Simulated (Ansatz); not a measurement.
System: hcp Os. Method: BLYP (Ansatz, a program for electronic structure, PAW).

Run with plane-wave cutoff 520 eV, 24×24×14 k mesh (along the axes of the cell as run), Fermi–Dirac smearing 0.05 eV, no spin polarisation, scalar-relativistic PAW data made under PBE.

Cell (relaxed at this level):

```
Os
1.0
    1.39828    -2.42189     0.00000
    1.39828     2.42189     0.00000
    0.00000     0.00000     4.40116
Os
2
Cartesian
  1.39828   0.80730   1.10029
  1.39828  -0.80730   3.30087
```

### Question
Estimate the bulk modulus and pressure derivative B′ of the bulk modulus that the calculation returns.

### Answer

* **bulk modulus**: 344 GPa
* **pressure derivative B′ of the bulk modulus**: 4.9

The run finds no gap.

Measured, for comparison: bulk modulus 425 GPa (zero-point energy and finite temperature contributions removed; as tabulated in doi:10.1021/acs.jctc.3c00612). Computed (rounded) less measured: bulk modulus -19 %.

Note: the bulk modulus comes from volumes at which shape and atoms were relaxed.

Spin–orbit coupling is not included.

The computed numbers hold no vibrational or temperature effects.

It cost about 10 core-minutes (a rough figure) of CPU time.
